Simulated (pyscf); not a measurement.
Single points on ωB97X-D3(BJ)/def2-SVP structures (PySCF, gas phase).

Question: For the elementary gas-phase step HS–GeH₃ + H• → HS–GeH₂• + H₂ (doublet surface; Ge–H broken, H–H formed), what barrier and reaction energy does ωB97M-D3(BJ)/def2-TZVP give, measured from the separated reactants?

Answer: ΔE‡ = 2.7 kcal/mol, ΔE = -22.7 kcal/mol. Zero-point energy shifts the barrier by -0.3 kcal/mol. It is a hydrogen abstraction, with an imaginary mode of 690i cm⁻¹. This is the saddle that the search found; another between the same sides may lie lower. The angle at the transferred H is 179°. Elements up to Kr have no core potential and no relativistic terms here.
